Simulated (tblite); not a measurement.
Q: Write a Z-matrix for `C=C/C=C/C=S` as optimised with GFN2-xTB.

A: 
Z-matrix in Å and degrees, rows numbered from 1:
```
C 
C   1  1.3349
C   2  1.4325  1  123.27
C   3  1.3538  2  123.72  1   180.00
C   4  1.4154  3  123.19  2  -180.00
S   5  1.6351  4  123.66  3   179.98
H   1  1.0762  2  121.99  3  -179.98
H   1  1.0779  2  121.46  3     0.01
H   2  1.0822  1  120.16  3   179.97
H   3  1.0832  2  116.92  1    -0.03
H   4  1.0821  3  120.11  2    -0.03
H   5  1.0866  4  117.62  3    -0.04
```

The 6 heavy atoms lie in one plane (0.000 Å rms). The 4 C–C bonds span 1.335 Å (C1=C2, drawn double) to 1.433 Å (C2–C3, drawn single), a spread of 0.098 Å. Of the pairs four or more bonds apart, H10···H12 is among the closest relative to their van der Waals radii: 2.44 Å, 102 % of the sum of Bondi's values.

The geometry is computed with GFN2-xTB (gas phase).

Point group: Cs (tolerance 0.08 Å). Its GFN2-xTB frequencies are all real (lowest 74 cm⁻¹). The numbers are those of one conformer (C1–C2–C3–C4 180°, C3–C4–C5–S6 180°). 3 starts were optimised and ended at 0.00, 0.00 and 0.70 kcal/mol (GFN2-xTB); the lowest of these is shown.
